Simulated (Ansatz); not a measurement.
System: cubic perovskite CsSnBr₃. Method: revPBE in Ansatz (plane waves, PAW).

Run with plane-wave cutoff 520 eV, 6×6×6 k mesh, Fermi–Dirac smearing 0.01 eV, scalar-relativistic PAW data made under PBE.

Pressure at four volumes; x = ln(V/43.197 Å³). One pressure is withheld.

```csv
V (Å³/atom),x,P (GPa)
40.605,-0.0619,?
41.469,-0.0408,0.741
43.197,0.0000,0.000
45.789,0.0583,-0.844
```

Task: Pass a parabola P(x) through the three rows shown, estimate the bulk modulus and its pressure derivative near zero pressure, and predict the withheld pressure.

Result: Slopes between the rows: (0.000 − (0.741))/(0.0000 − (-0.0408)) = -18.16 and (-0.844 − (0.000))/(0.0583 − (0.0000)) = -14.48 GPa. Their difference over the span 0.0991 is c = 3.68/0.0991 = 37.1 GPa, so P(x) = 0.741 + (-18.16)(x − (-0.0408)) + 37.1 (x − (-0.0408))(x − (0.0000)). At the middle row B = −dP/dx = −[-18.16 + 37.1 × 0.0408] = 16.6 GPa, and B′ = dB/dP = 2c/B = 4.5. At x = -0.0619 the parabola gives 1.173 GPa; the run gives 1.179 GPa. The Birch–Murnaghan fit to the energies at all volumes has B0 = 16.5 GPa and B′ = 4.6.

Note: the relaxation could not lower the start's symmetry, so the cell can be a saddle point above a distorted one.

Spin–orbit coupling is not included.

Ansatz is an electronic-structure program.
